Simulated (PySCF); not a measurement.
Atom-mapped SMILES (the numbers label the heavy atoms): `[F:1][P:2]([F:3])[PH2:4]`. Each H is labelled by its parent atom.

Geometry: PBE0-D3(BJ)/def2-SVP; GIAO absolute shieldings from PySCF 2.14, gas phase, non-relativistic, averaged over equivalent atoms.

At PBE0/pcSseg-1 (92 basis functions, 4.3 s wall time on 1 thread of an Arm Neoverse V1, shared host):
```csv
atoms,σ (ppm)
F1/F3,276.8
P2,-7.9
P4,472.4
H(P4),28.45
```

Problem. Estimate the result of repeating the calculation with B3LYP/pcSseg-2.

Solution. 
```json
{"atoms": "F1/F3", "σ at B3LYP/pcSseg-2": "260.5", "change": "-16.3"}
{"atoms": "P2", "σ at B3LYP/pcSseg-2": "-44.2", "change": "-36.3"}
{"atoms": "P4", "σ at B3LYP/pcSseg-2": "436.0", "change": "-36.4"}
{"atoms": "H(P4)", "σ at B3LYP/pcSseg-2": "28.72", "change": "+0.27"}
```

The largest change is at P4 (phosphorus bonded to P, 2 H). Cost: 186 basis functions, 9.9 s wall time on 1 thread of an Arm Neoverse V1, shared host.
